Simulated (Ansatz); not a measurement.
C4H6O2 can be A, `C=CC(=O)OC`, or B, `C=CCOC=O`.

Gas-phase electronic energies from Ansatz, PBE0-D4/def2-TZVP geometries. CBS: MP2 limit from def2 TZ/QZ plus the TZ coupled-cluster correction, frozen cores. DFT in def2-TZVPP. B3LYP here is the variant with VWN-RPA as its local correlation; programs differ in this. One conformer a species, not always the lowest.

Problem. Which is lower in electronic energy at CCSD(T)/CBS, and by how much? (An estimate is asked.)

Solution. Computed: A, by 23.9 kJ/mol.

Problem. Give E(B) − E(A) in kJ/mol with PBE-D4, LDA (SPW92), HF/def2-TZVPP, B3LYP, CCSD/def2-TZVPP, B3LYP-D4, B2PLYP. (Best estimate.)

Solution. The calculation gave: PBE-D4 25.6, LDA (SPW92) 27.8, HF/def2-TZVPP 25.4, B3LYP 25.4, CCSD/def2-TZVPP 22.9, B3LYP-D4 26.6, B2PLYP 24.9. None reverses the order clearly.

Problem. Does the order hold for the free energy at 298.15 K (harmonic terms from PBE0-D4)? (Estimate.)

Solution. Ansatz gave: Yes: G(B) − G(A) = +22.3 kJ/mol, for one conformer each. Modes under 60 cm⁻¹, often nearly free rotors, make the harmonic entropy too high.

Largest T1 diagnostic: 0.015.

Leaving LDA and LC-ωPBE aside and taking each functional with its dispersion term where it has one, the values, not all of them listed here, spread over 4.6 kJ/mol, from B2PLYP to B97M-V.
